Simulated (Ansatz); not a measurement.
Reaction (substitution at a C–C bond): `C/C=C/C` + HCl → `C/C=C/Cl` + CH₄

Gas-phase electronic energies from Ansatz, PBE0-D4/def2-TZVP geometries. CBS: MP2 limit from def2 TZ/QZ plus the TZ coupled-cluster correction, frozen cores. This one scheme is used for every species. Double bonds are as drawn, so ΔE can hold a change between cis and trans. DFT in def2-TZVPP.

**Question.** Is it downhill or uphill in electronic energy at CCSD(T)/CBS, and by how much? (Estimate.)

**Answer.** Ansatz gave: Uphill: ΔE = +17.3 kJ/mol.

**Question.** What do these levels give: BHLYP-D4, B2PLYP, revPBE, CAM-B3LYP, HF/def2-QZVPP, SCS-MP2/def2-QZVPP? (Estimate.)

**Answer.** Ansatz gave: BHLYP-D4 16.3, B2PLYP 13.1, revPBE 6.7, CAM-B3LYP 14.9, HF/def2-QZVPP 20.4, SCS-MP2/def2-QZVPP 15.9 kJ/mol.

Largest T1 diagnostic among the species: 0.010.

From PBE to PBE0 (25 % exact exchange), in def2-TZVPP and without D4, ΔE moves by +5.1 kJ/mol. At CCSD(T), def2-SVP lies +7.5 kJ/mol from the extrapolated value and def2-TZVPP +1.5 kJ/mol.
